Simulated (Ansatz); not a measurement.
Species: F4Si, SMILES `F[Si](F)(F)F` (charge 0, multiplicity 1).

**Question.** Give a relaxed geometry from PBE0-D3(BJ)/def2-TZVP (Ansatz, a first-principles code).

**Answer.** the end point of this relaxation (outside a Z-matrix the atoms follow the SMILES, hydrogens last).
Z-matrix (Å, degrees):
```
Si
F 1 1.5618
F 1 1.5618 2 109.47
F 1 1.5618 2 109.47 3 120.00
F 1 1.5618 2 109.47 3 -120.00
```
